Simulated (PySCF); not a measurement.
Ionisation energy of F by level of theory

F [He] 2s2 2p5 (2P) → F⁺ [He] 2s2 2p4 (3P), as a difference of total energies. Computed with PySCF 2.14 in aug-cc-pVTZ-DK (5s4p3d2f, 46 functions), with scalar relativity by spin-free X2C-1e. Correlated levels: valence: 1s2 frozen. The calculations carry no spin-orbit coupling.

| method | ionisation energy (eV) |
| --- | --- |
| UHF | 15.659 |
| LDA | 17.959 |
| PBE | 17.655 |
| r2SCAN | 17.548 |
| M06-L | 17.230 |
| B3LYP | 17.727 |
| CAM-B3LYP | 17.731 |
| ROHF | 15.711 |
| MP2 (valence) | 17.300 |
| SCS-MP2 (valence) | 17.287 |

Question: Estimate what PBE0 gives.

Answer: 17.447 eV, closest to r2SCAN among the rows shown.

Question: Estimate what B2PLYP gives.

Answer: 17.465 eV, closest to r2SCAN among the rows shown.

Errors of the correlated levels include the incompleteness of this basis and the frozen core.

For comparison: 17.427 eV (measured; NIST levels, between the centres of gravity of the two terms).
